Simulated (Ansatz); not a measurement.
## Predicting a hybrid from its neighbours: NO2 (nitrogen dioxide)

NO2 has 3 atoms, charge 0, and is taken as a doublet. SMILES: `[O]N=O`. The coordinates come from a PBE0-D4/def2-TZVP relaxation.

The vertical energy of the quartet above the doublet y, in eV, basis cc-pVTZ; a is the functional's share of exact exchange. Programs: Ansatz 0.2.0.

| functional | program | a | y (eV) |
| --- | --- | --- | --- |
| UPBE | Ansatz | 0 | 4.89 |
| U-revPBE | Ansatz | 0 | 4.86 |
| UB3LYP | Ansatz | 0.2 | 4.50 |
| UPBE0 | Ansatz | 0.25 | ? |
| U-r2SCAN0 | Ansatz | 0.25 | 4.12 |
| UBHLYP | Ansatz | 0.5 | 3.90 |

Task: Fit y = c + s·a to the known rows and predict UPBE0.

Result: 
1. Means of the 5 rows: a = 0.1900, y = 4.454.
2. Σ(Δa)² = 0.172, Σ(Δa·Δy) = -0.3513, so the slope is -0.3513/0.172 = -2.0424.
3. Intercept: 4.454 − (-2.0424) × 0.1900 = 4.842. The largest residual of the fit is 0.21.
4. UPBE0: 4.842 + (-2.0424) × 0.25 = 4.33 eV.

The run gave 4.42 eV, so the prediction is off by -0.09 eV, within the largest residual. Exact exchange favours the state with more unpaired electrons.
